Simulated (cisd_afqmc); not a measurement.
Input (AFQMC/CISD/aug-cc-pVQZ; cisd_afqmc is a phaseless AFQMC code with CISD trial states that reads the integrals written by Ansatz):

Ansatz 0.2 input:
```python
import cisd_afqmc

open("ham.yaml", "w").write("""\
crystal:
  periodic: [false, false, false]
  atoms:
    - {symbol: N, position_ang: [-0.00000000, -0.00000000, -0.12959142]}
    - {symbol: H, position_ang: [0.00000000, 0.00000000, 0.90713994]}
basis:
  gaussian:
    orbitals: aug-cc-pVQZ
magnetization: {spin_polarized: true, initial_magnetization: 2}
correlation: {method: ccsd, electrons: outside_noble_gas, hamiltonian_folder: ham}
""")
rep = cisd_afqmc.ansatz("ham.yaml")
e_ccsd = rep["correlation"]["coupled_cluster"]["energy"]["hartree"]
out = cisd_afqmc.run("ham", e_ccsd, trial="CISD", walkers=2000, populations=1, threads=12, dt=0.005, steps=40, early=24, settle=10, least=100,
    cut=5e-5, rank_cut=2e-4, target=0.0004, seconds=1000, seed=4, memory=62639, gpu=True)
```

Output:

```
orbitals 125, occupied [4, 2], factors 624 of 759, rank of the doubles 270 of 730
E(HF) = -54.985559
E(CCSD) on the cut factors = -55.151516, shift to the whole factors -0.000000
Energy of the trial state on the determinant = -55.151432
  tau behind 7.2 of longer steps, mean of the populations' last blocks
   2.0  -55.15662
   4.0  -55.15646
   6.0  -55.15647
   8.0  -55.15647
  10.0  -55.15655
  12.0  -55.15620
  14.0  -55.15655
  16.0  -55.15665
  18.0  -55.15661
  20.0  -55.15647
  22.0  -55.15679
blocks 100 (0 outliers left out), error by blocks joined: 1: 0.00003, 2: 0.00004, 4: 0.00004, 8: 0.00005
E(AFQMC/CISD) = -55.15652 +/- 0.00005
```

The two halves of the walk average -55.15643 and -55.15661 Eh, farther apart than the printed bar allows, so the bar may be too narrow.
